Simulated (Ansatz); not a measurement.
# AlNH2+ (quartet): wave-function methods side by side, cc-pVDZ

One table from this session's results is given with a row withheld; the runs are named, their logs left out.

The runs use Ansatz 0.2.0, Gaussian basis; cc-pVDZ, core rule «outside noble gas», up to 6 orbitals frozen.

The runs, in order: UHF; CCSD(T) on ROHF; CCSD(T) on UHF; BCCD(T) on ROHF; CISD; CCSDT(Q) on ROHF; CCSDT(Q) on UHF.

38 further runs of the same task are left out: 13 for a known fault of the program, 11 that didn't finish, 14 set aside as unsound or not needed.

## The system

The geometry is a PBE0/def2-TZVP stationary point (not a proven minimum) of the parent state, kept for this charge and spin.

4 atoms, charge 1, spin multiplicity 4.

Atoms are counted from 1 here; the program's logs count them from 0.

Bond lengths: Al1–N2 1.882 Å, Al1–H3 1.583 Å, Al1–H4 1.583 Å. Angles: N2–Al1–H3 118.0°, N2–Al1–H4 118.0°, H3–Al1–H4 123.9°.

Set-up of the first run:

Input file in.yaml:

```yaml
crystal:
  periodic: [false, false, false]
  atoms:
    - {symbol: Al, position_ang: [0.000000, 0.000000, 0.578264]}
    - {symbol: N, position_ang: [0.000000, 0.000000, -1.304184]}
    - {symbol: H, position_ang: [0.000000, 1.396938, 1.321934]}
    - {symbol: H, position_ang: [0.000000, -1.396938, 1.321934]}
basis:
  gaussian: {orbitals: cc-pVDZ}
total_charge: 1
magnetization: {spin_polarized: true, initial_magnetization: 3}
hamiltonian: {xc: hf}
output: {orbitals: {seedname: orbitals}}
```

Run with:

```console
$ ansatz run in.yaml --threads 1 --pin off --events-out ev --progress --plain --max-ram 2393MiB
```

Steps of the session up to this table: UHF; CCSD(T) on ROHF; CCSD(T) on UHF; BCCD(T) on ROHF; CISD; CCSDT(Q) on ROHF; CCSDT(Q) on UHF.

One of the session's tables, all rows but one given; the rest of the session is left out.

| method | from UCCSDT(Q) (meV) |
| --- | --- |
| ROHF | ? |
| UHF | +4482.8 |
| RMP2 | +1091.9 |
| UMP2 | +1059.9 |
| CISD | +322.3 |
| RCCSD | +101.2 |
| UCCSD | +98.6 |
| RCCSD(T) | +28.4 |
| UCCSD(T) | +26.7 |
| BCCD(T) | +28.9 |
| RCCSDT | +5.0 |
| UCCSDT | +3.3 |
| RCCSDT(Q) | +2.1 |
| UCCSDT(Q) | 0 |

**Question.** Estimate the row for ROHF.

**Answer.** from UCCSDT(Q) (meV): +4584.6. In the column «from UCCSDT(Q) (meV)» it is the highest.

Among the levels timed on like hardware and quicker than the yardstick, those that no quicker one beats, quickest first: RCCSD(T) (1.3 s, +28.4 meV); UCCSD(T) (1.4 s, +26.7 meV).

Caveats from the session: Restricted and unrestricted rows rest on different reference determinants; where their highest levels disagree by more than a few hundredths of an eV, they describe different states and don't form one ladder.
